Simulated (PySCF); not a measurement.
These 2 structures share the formula C3H4F2O. Method: PySCF, PBE0-D3(BJ)/def2-SVP geometry optimisation, gas phase. Energies are electronic, without zero-point or thermal terms, for one conformer each. No frequencies were run at this level. Point groups hold within 0.08 Å.

Question: Order them by energy at this level, lowest first, and give relative energies in kcal/mol.
A. `[F:1][CH:2]([F:3])[C@@H:4]1[CH2:5][O:6]1` with F1–C2–C4–C5 -90°
B. `[F:1][CH2:2][C@@H:3]1[O:4][C@@H:5]1[F:6]` with F1–C2–C3–O4 174°

Answer: A (0.0), B (2.2).

As drawn, the lower has two fluorines on one carbon, which the higher lacks. Neighbours under 2.5 kcal/mol apart (FC(F)[C@@H]1CO1 and FC[C@@H]1O[C@@H]1F) can change places with a better method, another conformer or zero-point energy.

| SMILES | E (Eh) | E rel (kcal/mol) | dipole (D) | point group | A, B, C (MHz) |
| --- | --- | --- | --- | --- | --- |
| FC(F)[C@@H]1CO1 | -390.88996 | 0.0 | 2.13 | C1 | 7068, 2700, 2115 |
| FC[C@@H]1O[C@@H]1F | -390.88647 | 2.2 | 1.12 | C1 | 6823, 2487, 2078 |
